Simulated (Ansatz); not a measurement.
# CHF2: the cost of one run

Program: Ansatz 0.2.0. Level of theory: the levels named in each step. These are calculated values, not measurements.

## 1. Starting point

Bond lengths: F1–C2 1.326 Å, C2–F3 1.326 Å, C2–H4 1.080 Å. Angles: F1–C2–F3 111.5°, F1–C2–H4 116.0°, F3–C2–H4 116.0°.

Coordinates:

```xyz
4

F    -1.0921   -0.2027   -0.1024
C    -0.0100    0.4929    0.2185
F     1.0987   -0.1901   -0.0311
H    -0.0064    1.5293   -0.0864
```

## 2. A rough first relaxation, PBE-D4/def2-SVP

input.yaml

```yaml
crystal:
  periodic: [false, false, false]
  atoms:
    - { symbol: F, position_ang: [-1.09208, -0.20267, -0.10242] }
    - { symbol: C, position_ang: [-0.00997, 0.49293, 0.2185] }
    - { symbol: F, position_ang: [1.09868, -0.19009, -0.03113] }
    - { symbol: H, position_ang: [-0.0064, 1.52931, -0.08641] }
total_charge: 1
basis:
  gaussian: { orbitals: def2-SVP }
hamiltonian:
  xc: pbe
  dispersion: d4
relax:
  f_tol: 0.03
  max_steps: 200
```

Run with:

```bash
$ ansatz run input.yaml --threads 2 --pin off --max-ram 5120MiB --backend cpu --events-out ev --progress --plain --runs-dir out
```

Q: Estimate wall time and peak memory on 2 threads of Intel Xeon at 2.50GHz (Skylake/Cascade Lake), shared host.

About 8.1 s, with a peak of 0.11 GiB.
